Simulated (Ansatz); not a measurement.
in.yaml

```yaml
crystal:
  periodic: [false, false, false]
  atoms:
    - {symbol: P, position_ang: [0.000007, -0.304246, 2.733079]}
    - {symbol: Al, position_ang: [-0.000015, -0.348696, 0.492088]}
    - {symbol: P, position_ang: [0.000008, -0.387284, -1.698244]}
    - {symbol: H, position_ang: [0.000000, 1.040227, -1.526924]}
basis:
  gaussian: {orbitals: 6-31G}
magnetization: {spin_polarized: true, initial_magnetization: 2}
hamiltonian: {xc: {name: r2SCAN}}
correlation: {method: bccd_t, electrons: outside_noble_gas}
scf: {lower_state_search: off}
output: {forces: true}
```

```sh
$ ansatz run in.yaml --threads 1 --pin off --events-out ev --progress --plain --max-ram 2393MiB
```

Output:

```
these checks for a lower state are left out or cut short: starts, cluster_reference, orbital_swaps, neighbouring_geometries, increment
450 factors; integrals over basis functions are off by at most 2.5e-4 eV
mean field evaluation 1: about -25181.7941 eV, gradient 1.5e1 eV
mean field evaluation 2: about -25181.7902 eV, gradient 1.5e1 eV
mean field evaluation 4: about -25182.4131 eV, gradient 1.1e1 eV
mean field evaluation 8: about -25183.8986 eV, gradient 3.2e-1 eV
mean field evaluation 16: about -25183.9008 eV, gradient 1.4e-4 eV
mean field -25183.90080272 eV, -925.4912842388 hartree, gradient 2.0e-6 eV, S^2 2.043256; 0 other end points of the search recorded, 0 dependent functions left out
15 core orbitals not correlated: weight in the atoms' cores, before any rotation towards them, 1.000 or more for the frozen orbitals, at most 0.000 for the correlated occupied ones
reference -25137.62700577 eV, -923.7907535665 hartree; 8, 6 occupied and 18, 20 virtual orbitals, 450 factors
second order -3.72800270 eV of doubles, -0.33841537 eV of singles
cycle   1  -4.13454282 eV  change   -4.1e-1 eV  update   8.2e-2
cycle   2  -4.34391005 eV  change   -2.1e-1 eV  update   3.4e-2
cycle   3  -4.42917874 eV  change   -8.5e-2 eV  update   2.0e-2
cycle   4  -4.44208016 eV  change   -1.3e-2 eV  update   1.1e-2
cycle   5  -4.44389629 eV  change   -1.8e-3 eV  update   6.9e-3
cycle   6  -4.44535029 eV  change   -1.5e-3 eV  update   4.1e-3
cycle   7  -4.44468998 eV  change    6.6e-4 eV  update   2.3e-3
cycle   8  -4.44519893 eV  change   -5.1e-4 eV  update   1.5e-3
cycle   9  -4.44433528 eV  change    8.6e-4 eV  update   1.0e-3
cycle  10  -4.44410001 eV  change    2.4e-4 eV  update   5.9e-4
cycle  11  -4.44405653 eV  change    4.3e-5 eV  update   3.1e-4
cycle  12  -4.44399691 eV  change    6.0e-5 eV  update   1.4e-4
cycle  13  -4.44392200 eV  change    7.5e-5 eV  update   7.2e-5
cycle  14  -4.44388164 eV  change    4.0e-5 eV  update   3.4e-5
cycle  15  -4.44388951 eV  change   -7.9e-6 eV  update   1.7e-5
cycle  16  -4.44389580 eV  change   -6.3e-6 eV  update   7.8e-6
cycle  17  -4.44389636 eV  change   -5.6e-7 eV  update   4.7e-6
cycle  18  -4.44389475 eV  change    1.6e-6 eV  update   3.2e-6
cycle  19  -4.44389296 eV  change    1.8e-6 eV  update   2.2e-6
cycle  20  -4.44389346 eV  change   -5.0e-7 eV  update   1.4e-6
cycle  21  -4.44389404 eV  change   -5.8e-7 eV  update   8.3e-7
cycle  22  -4.44389394 eV  change    9.4e-8 eV  update   4.3e-7
cycle  23  -4.44389395 eV  change   -5.3e-9 eV  update   1.9e-7
cycle  24  -4.44389367 eV  change    2.8e-7 eV  update   1.6e-7
perturbative correction -0.17528607 eV, -0.0064416443 hartree
WARN: these amplitudes may be one of several solutions (largest doubles amplitude 0.13, level shift 1.50 eV)
the calculation of the forces begins
Total energy: -25142.24618551 eV, -923.9605052910 hartree
Atom 0 at     0.000007    -0.304246     2.733079 Å, force     0.000012     0.024747     1.611732 eV/Å
Atom 1 at    -0.000015    -0.348696     0.492088 Å, force    -0.000023    -0.172786    -0.124803 eV/Å
Atom 2 at     0.000008    -0.387284    -1.698244 Å, force     0.000014    -0.805428    -1.322680 eV/Å
Atom 3 at     0.000000     1.040227    -1.526924 Å, force    -0.000003     0.953467    -0.164249 eV/Å
Dipole moment:    -0.000007     0.087513     0.176835 e Å
Checks for a lower state left out: starts, cluster_reference, orbital_swaps, neighbouring_geometries, increment
```

Forces (eV/Å):
```
P    0.000  0.025  1.612
Al   0.000 -0.173 -0.125
P    0.000 -0.805 -1.323
H    0.000  0.953 -0.164
```

Ran on 1 thread of Arm Neoverse V1, shared host: 12 s wall, 0.17 GiB peak host memory.
